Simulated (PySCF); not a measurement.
**Worked example: building the atomization energy of F$_{2}$, singlet**

Measured: the G2/97 heats of formation, with zero-point and thermal terms from B3LYP taken off, give an electronic atomization energy of 38.4 kcal/mol (Curtiss et al., J. Chem. Phys. 106, 1063 (1997); Staroverov et al., J. Chem. Phys. 119, 12129 (2003)). The calculation below tries to reproduce it.

Geometry (MP2(full)/6-31G*, from the G2/97 set):

| atom | x (Å) | y (Å) | z (Å) |
| --- | --- | --- | --- |
| F | 0.0000 | 0.0000 | 0.0000 |
| F | 0.0000 | 0.0000 | 1.4206 |

Atomization energies (atoms less molecule, kcal/mol) from PySCF 2.14.0, frozen cores, restricted molecule, unrestricted atoms (their steps beyond CCSDT from full CI of the atoms), sets cc-pVDZ, cc-pVTZ, cc-pVQZ:

```csv
level,DZ,TZ,QZ
HF,-41.22,-37.78,-37.95
CCSD(T),26.77,34.75,36.62
CCSDT,26.85,–,–
CCSDT(Q),27.78,–,–
```

Problem. Extrapolate Hartree–Fock with exp(−5.46 √X) and the CCSD(T) correlation part with X⁻³ (X = 3, 4), add each higher step from the largest set that has it, and compare with the measured value.

Solution. Hartree–Fock: -37.95 + (-37.95 − -37.78) × 0.301 = -38.00.
Correlation: TZ 72.53, QZ 74.57; (64 × 74.57 − 27 × 72.53) / 37 = 76.06.
Full triples (DZ): 26.85 − 26.77 = 0.08.
(Q) (DZ): 27.78 − 26.85 = 0.93.
Sum: 39.1 kcal/mol, 0.7 above the measured 38.4.

The steps beyond CCSD(T) add 1.01 kcal/mol, while going from QZ to the limit adds 1.44. Core correlation, scalar relativity, spin–orbit terms and the relaxation from this MP2 geometry are missing from the sum, and the measured value has its own uncertainty.
